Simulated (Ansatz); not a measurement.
**SiH₄ (triplet): wave-function methods side by side at distance Si1–H2 = 1.660 Å, cc-pVTZ**

Aim: climb from Hartree-Fock through coupled cluster and multireference methods for SiH₄ (triplet) at one geometry and basis, and see what each rung misses.

The runs use Ansatz 0.2.0, Gaussian basis; cc-pVTZ, core rule «outside noble gas», up to 5 orbitals frozen.

The runs, in order: UHF; CCSD(T) on ROHF; CCSD(T) on UHF; BCCD(T) on ROHF; CCSDT(Q) on ROHF; CCSDT(Q) on UHF; CASSCF and MRCISD+Q, 4 electrons in 4 orbitals; CASSCF and NEVPT2, 4 electrons in 4 orbitals; CASSCF and MRCISD+Q, 8 electrons in 8 orbitals; CASSCF and NEVPT2, 8 electrons in 8 orbitals.

## 1. The geometry

The geometry derives from a PBE0/def2-TZVP stationary point (not a proven minimum). One bond is set to the value named and the two fragments are kept rigid.

5 atoms, charge 0, spin multiplicity 3.

Atoms are counted from 1 here; the program's logs count them from 0.

Bond lengths: Si1–H2 1.660 Å, Si1–H3 1.529 Å, Si1–H4 1.529 Å, Si1–H5 1.529 Å. Angles: H2–Si1–H3 90.0°, H2–Si1–H4 90.0°, H2–Si1–H5 180.0°, H3–Si1–H4 180.0°, H3–Si1–H5 90.0°, H4–Si1–H5 90.0°.

## 2. UHF

in.yaml

```yaml
crystal:
  periodic: [false, false, false]
  atoms:
    - {symbol: Si, position_ang: [0.000031, -0.002910, -0.002890]}
    - {symbol: H, position_ang: [-0.012479, 1.174933, 1.166780]}
    - {symbol: H, position_ang: [-0.016466, -1.080543, 1.082097]}
    - {symbol: H, position_ang: [0.016528, 1.074722, -1.087877]}
    - {symbol: H, position_ang: [0.011556, -1.088017, -1.080466]}
basis:
  gaussian: {orbitals: cc-pVTZ}
magnetization: {spin_polarized: true, initial_magnetization: 2}
hamiltonian: {xc: hf}
output: {orbitals: {seedname: orbitals}}
```

On the command line:

```bash
$ ansatz run in.yaml --threads 1 --pin off --events-out ev --progress --plain --max-ram 2816MiB --backend cpu
```

Further steps of the session: CCSD(T) on ROHF; CCSD(T) on UHF; BCCD(T) on ROHF; CCSDT(Q) on ROHF; CCSDT(Q) on UHF; CASSCF and MRCISD+Q, 4 electrons in 4 orbitals; CASSCF and NEVPT2, 4 electrons in 4 orbitals; CASSCF and MRCISD+Q, 8 electrons in 8 orbitals; CASSCF and NEVPT2, 8 electrons in 8 orbitals.

Before running them: what should the planned runs give, taken together? Wanted: UCCSDT(Q) from the RHF energy; RMP2 from UCCSDT(Q); UMP2 from UCCSDT(Q); RCCSD from UCCSDT(Q); RCCSD(T) from UCCSDT(Q); UCCSD(T) from UCCSDT(Q); RCCSDT(Q) from UCCSDT(Q); NEVPT2 pair from UCCSDT(Q); MRCISD+Q pair from UCCSDT(Q).

As calculated:

| quantity | value |
| --- | --- |
| UCCSDT(Q) from the ROHF energy | -5.3657 eV |
| RMP2 from UCCSDT(Q) | +1048.6 meV |
| UMP2 from UCCSDT(Q) | +1097.1 meV |
| RCCSD from UCCSDT(Q) | +238.1 meV |
| RCCSD(T) from UCCSDT(Q) | +43.6 meV |
| UCCSD(T) from UCCSDT(Q) | +45.1 meV |
| RCCSDT(Q) from UCCSDT(Q) | +0.7 meV |
| NEVPT2 pair from UCCSDT(Q) | +977.9 meV |
| MRCISD+Q pair from UCCSDT(Q) | +36.7 meV |
| NEVPT2 valence from UCCSDT(Q) | +896.7 meV |
| levels within 1 kcal/mol (43 meV) | RCCSDT, UCCSDT, RCCSDT(Q), MRCISD+Q pair, MRCISD+Q valence |
| T1 diagnostic | 0.025 |
| effectively unpaired electrons | 2.03 |

In words: RCCSD(T) misses by +43.6 meV, 0.8 % of the correlation energy. One determinant dominates. Of the multireference levels listed MRCISD+Q valence comes nearest in total energy (+34.9 meV), which doesn't show that its space is the better one. These misses are within one basis, not against nature; the frozen cores of restricted and unrestricted runs differ, which can shift their rows.
